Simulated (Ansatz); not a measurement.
# CH₂O (triplet): how energies converge with the basis set

The task here is to estimate one member of a computed series from the others.

Program: Ansatz 0.2.0, Gaussian basis. Level of theory: one geometry, several basis sets. These are calculated values, not measurements.

Plan: PBE0-D4/def2-SVP; ωB97M-V/def2-SVP; PBE0-D4/def2-QZVPP; ωB97M-V/def2-QZVPP; CCSD(T)/cc-pV(D+d)Z; CCSD(T)/cc-pV(T+d)Z; CCSD(T)/cc-pV(Q+d)Z; the functionals' def2-TZVPP values are taken from earlier runs.

**Structure used throughout**

The geometry comes from an earlier relaxation with PBE0-D4 in a triple-zeta def2 set; it is a stationary point.

4 atoms, charge 0, spin multiplicity 3.

Atoms are counted from 1 here; the program's logs count them from 0.

Bond lengths: C1–O2 1.297 Å, C1–H3 1.099 Å, C1–H4 1.099 Å. Angles: O2–C1–H3 114.0°, O2–C1–H4 114.0°, H3–C1–H4 114.3°.

The first run:

in.yaml

```yaml
crystal:
  periodic: [false, false, false]
  atoms:
    - {symbol: C, position_ang: [0.021211, -0.051373, -0.213682]}
    - {symbol: O, position_ang: [0.961754, 0.668172, 0.316302]}
    - {symbol: H, position_ang: [-0.949451, 0.459733, -0.281441]}
    - {symbol: H, position_ang: [-0.033513, -1.076532, 0.178822]}
basis:
  gaussian: {orbitals: def2-SVP}
magnetization: {spin_polarized: true, initial_magnetization: 2}
hamiltonian: {xc: pbe0, dispersion: d4}
output: {orbitals: {seedname: orbitals}}
```

Command:

```console
$ ansatz run in.yaml --threads 2 --pin off --events-out ev --progress --plain --max-ram 32768MiB --backend cpu
```

Among the steps run: PBE0-D4 in def2-SVP; ωB97M-V in def2-SVP; PBE0-D4 in def2-QZVPP; ωB97M-V in def2-QZVPP.

One table of the session follows, with a row left open; its other results are not shown here.

It belongs to the step «Functionals by basis». 

| functional | basis | HOMO (eV) | LUMO (eV) |
| --- | --- | --- | --- |
| PBE0-D4 | def2-SVP | -5.52 | -4.05 |
| PBE0-D4 | def2-TZVPP | -5.72 | -4.29 |
| PBE0-D4 | def2-QZVPP | -5.77 | -4.34 |
| ωB97M-V | def2-SVP | -7.66 | -1.75 |
| ωB97M-V | def2-TZVPP | -7.88 | -2.07 |
| ωB97M-V | def2-QZVPP | ? | ? |

Q: Estimate the row for ωB97M-V, def2-QZVPP from the others.

As computed: HOMO (eV): -7.92; LUMO (eV): -2.14. In the column «HOMO (eV)» it is the lowest.
